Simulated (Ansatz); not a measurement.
Input for Ansatz (development build ahead of 0.2.0):

```yaml
crystal:
  periodic: [false, false, false]
  atoms:
    - { symbol: P, position_ang: [0.0, 0.0, -0.88971] }
    - { symbol: P, position_ang: [0.0, 0.0, 0.88971] }
basis:
  gaussian: { orbitals: "6-31G" }
magnetization:
  spin_polarized: true
hamiltonian:
  xc: hf
correlation:
  method: bccd_t
  frozen_orbitals: { P: 5 }
```

The input is written out in the form of the current development build from the run's settings.

Output:

```yaml
Converged: yes
Reference_energy_starting_determinant: -681.33611 hartree
Correlation_energy: -0.13175 hartree
Total_energy: -681.46786 hartree
```
